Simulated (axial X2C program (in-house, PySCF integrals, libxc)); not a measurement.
# Low determinants of AlS at the PBE0 level, 2c

Calculated with an axial X2C code built on PySCF integrals. Two-component (2c) means X2C with spin–orbit coupling and atomic mean-field two-electron Coulomb and Gaunt terms. Basis: S dyall-av3z [9s8p3d2f], Al dyall-v3z [8s8p2d1f] (cores contracted in-house); Gaussian nuclei, density fitting, unrestricted open shells. Masses: S 31.972 u, Al 26.982 u.

Search at 2.070 Å (vertical energies from the lowest determinant):

```
ΔE (eV)    state  electrons beyond evenly filled partner blocks  electrons in ±ω = 1/2, 3/2, 5/2, 7/2
   0.00  Ω = 1/2                                        ω = 1/2                              23 6 0 0
   0.88  Ω = 3/2                                        ω = 3/2                              24 5 0 0
   3.30  Ω = 7/2                           ω = 1/2, 2 × ω = 3/2                              23 6 0 0
   3.34  Ω = 3/2                                        ω = 3/2                              22 7 0 0
   3.53  Ω = 5/2                           2 × ω = 1/2, ω = 3/2                              22 7 0 0
   4.04  Ω = 1/2                          2 × ω = -1/2, ω = 3/2                              24 5 0 0
   4.05  Ω = 5/2                          ω = -1/2, 2 × ω = 3/2                              23 6 0 0
```

Lowest determinant, Ω = 1/2 (⟨Sz⟩ = 0.50, ⟨Lz⟩ = 0.00 at PBE0): Re = 2.040 Å, ωe = 613.1 cm⁻¹.

The determinant in row 2 of the search, Ω = 3/2 (⟨Sz⟩ = 0.50, ⟨Lz⟩ = 1.00 at PBE0), was followed along the bond at PBE0; measured from the minimum of the lowest determinant it gives:

Te = 0.613 eV (4943 cm⁻¹), Re = 2.276 Å, ωe = 427.8 cm⁻¹.

Compare the bond of the determinant in row 2 with that of the lowest one.

At PBE0 its Re is 0.236 Å longer and its force constant, which goes as ωe², is 0.49 times that of the lowest determinant. T0 ≈ Te + Δωe/2 = 4943 + (-93) = 4850 cm⁻¹.

The search compares states at one distance, so a state with another bond length can lie lower; it is not exhaustive and yields mostly the lowest determinant of each block pattern, so other components and higher states of one pattern are missing. These are energies of single determinants, not of spin-adapted states; PBE0 term energies can be off by some tenths of an eV, and the functional has no current term.
